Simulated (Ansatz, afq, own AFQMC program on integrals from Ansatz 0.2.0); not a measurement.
AFQMC on a folder of integrals that Ansatz 0.2.0 wrote.

```yaml
crystal:
  periodic: [false, false, false]
  atoms:
    - {symbol: Si, position_ang: [0.005660, -0.000001, 1.452455]}
    - {symbol: Ge, position_ang: [0.001762, 0.000000, -0.516542]}
    - {symbol: H, position_ang: [-1.510208, -0.000015, -0.859184]}
    - {symbol: H, position_ang: [0.612744, 1.244920, -1.193188]}
    - {symbol: H, position_ang: [0.612770, -1.244907, -1.193189]}
basis:
  gaussian: {orbitals: cc-pVDZ}
magnetization: {spin_polarized: false, initial_magnetization: 1}
correlation: {method: ccsd_t, electrons: outside_noble_gas, hamiltonian_folder: ham}
```

```sh
$ ansatz run in.yaml --threads 1 --pin off --events-out ev --progress --plain --max-ram 1382MiB
```

Options of the walk:

```
--method phaseless --trial cisd --walkers 60 --populations 1 --least-time 40 --time-step 0.005 --steps-per-block 50 --equilibration-blocks 28 --max-blocks 300 --target-error 0.0004 --factor-cut 1e-05 --start spin_pure --seed 3596 --release-times 0.24,0.51,0.99,1.62,2.4 --release-step 0.03 --release-every 4 --taylor-order 6
```

Times are imaginary, in 1/Eh. The walk had a cap of 1706 s. Filled inner d shells are frozen with the cores.

Output of the walk:

```
orbitals 41  electrons 6 5  factors 337 of 640
reference energy -2365.85555425 Eh
CCSD correlation -0.20891143 Eh in 16 cycles, weight of the determinant in the CISD state 0.8597
energy of the start -2366.064465 Eh
 block  time / (1/Eh)  mean weight  energy / Eh
     1     0.250  0.9986  -2366.060980
     2     0.500  0.9984  -2366.061146
     3     0.750  1.0011  -2366.062727
     4     1.000  0.9989  -2366.064424
     5     1.250  1.0018  -2366.065901
    10     2.500  1.0013  -2366.066342
    29     7.250  1.0007  -2366.067227
    49    12.250  0.9995  -2366.070512
    61    15.250  1.0005  -2366.081761
    69    17.250  1.0001  -2366.069822
    89    22.250  0.9992  -2366.077021
   109    27.250  0.9999  -2366.071582
   129    32.250  0.9989  -2366.069506
   145    36.250  1.0009  -2366.066146
   149    37.250  0.9997  -2366.070946
   169    42.250  0.9973  -2366.070897
   185    46.250  0.9992  -2366.070662
blocks merged  error / Eh  count
     1  0.000232  160
     2  0.000305  80
     4  0.000349  40
     8  0.000372  20
    16  0.000471  10
released: time / (1/Eh)  energy / Eh  error  mean overlap
  0.24  -2366.071210  0.000473  1.0015
  0.51  -2366.071066  0.000454  1.0205
  0.99  -2366.071677  0.000502  1.0081
  1.62  -2366.071785  0.000568  1.0156
  2.40  -2366.072226  0.000532  0.9989
energy -2366.071542 +/- 0.000372 Eh
(rows thinned)
```

The run passed its tests (sampling time, drift between the halves within three errors, error under three times the target), which doesn't prove that it has relaxed.

Against this walk (error 10.1 meV) on the same determinant: CCSD(T) 36.9 meV higher. The error is statistical and leaves out the bias of the constraint. None of these is a sure reference here. The released energies are still falling (meV from the phaseless value at times in 1/Eh: 9 ± 13 at 0.24, 13 ± 12 at 0.51, -4 ± 14 at 0.99, -7 ± 15 at 1.62, -19 ± 14 at 2.40), so they give no level.

Cautions: constraint bias not in the error; no relativity below Rb; no spin-orbit coupling; inner d shell frozen; higher spins were not checked; a spin-contaminated unrestricted determinant lies lower (UHF 191 meV lower, ⟨S²⟩ 1.13).

The walk took 5.6 min on 1 thread of Arm Neoverse V1, with other jobs on the host. The log's last line is the phaseless energy.

A walk keeps the symmetry of its determinant, which the program's search chose and which needn't be the lowest solution, so a lower state of the same spin and another symmetry isn't excluded.
